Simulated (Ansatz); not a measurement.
Species: C₂H₆O, SMILES `COC` (charge 0, multiplicity 1).

### Question
Give a relaxed geometry from PBE0-D3(BJ)/def2-SVP in Ansatz (a first-principles code).

### Answer
the end point of this relaxation (outside a Z-matrix the atoms follow the SMILES, hydrogens last).
Z-matrix (Å, degrees):
```
O
C 1 1.3910
C 1 1.3910 2 113.07
H 2 1.0993 1 108.14 3 180.00
H 3 1.0993 1 108.14 2 -180.00
H 3 1.1096 5 108.36 1 121.80
H 2 1.1096 4 108.36 1 -121.80
H 2 1.1096 4 108.36 7 -116.41
H 3 1.1096 5 108.36 6 116.41
```
